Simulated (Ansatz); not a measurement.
Input file:

```yaml
crystal:
  periodic: [false, false, false]
  atoms:
    - {symbol: O, position_ang: [0.000000, -0.050655, 0.000000]}
    - {symbol: H, position_ang: [0.000000, 0.402033, -0.846032]}
    - {symbol: H, position_ang: [0.000000, 0.402033, 0.846032]}
basis:
  gaussian: {orbitals: 6-31G}
correlation: {method: fci, electrons: outside_noble_gas}
```

```sh
$ ansatz run in.yaml --threads 1 --pin off --events-out ev --progress --plain --max-ram 2393MiB
```

Log:

```
222 factors; integrals over basis functions are off by at most 2.2e-8 eV
mean field evaluation 1: about -2066.0560 eV, gradient 2.9e1 eV
mean field evaluation 2: about -2066.0544 eV, gradient 2.9e1 eV
mean field evaluation 4: about -2067.5520 eV, gradient 1.2e0 eV
mean field evaluation 8: about -2067.5565 eV, gradient 1.8e-3 eV
mean field -2067.55650517 eV, -75.9813001249 hartree, gradient 1.5e-6 eV, S^2 0.000000; 0 other end points of the search recorded, 0 dependent functions left out
1 core orbitals not correlated: weight in the atoms' cores, before any rotation towards them, 1.000 or more for the frozen orbitals, at most 0.000 for the correlated occupied ones
reference -2067.55650517 eV, -75.9813001249 hartree; 4, 4 occupied and 8, 8 virtual orbitals, 222 factors
state -2071.23123156 eV, -76.1163438287 hartree
Total energy: -2071.23123156 eV, -76.1163438287 hartree
```

Natural occupations: 1.9877 1.9804 1.9729 1.9697 0.0265 0.0250 0.0183 0.0133 0.0030 0.0024 0.0006 0.0004.

Ran on 1 thread of Arm Neoverse V2, shared host: 0.69 s wall, 0.15 GiB peak host memory.
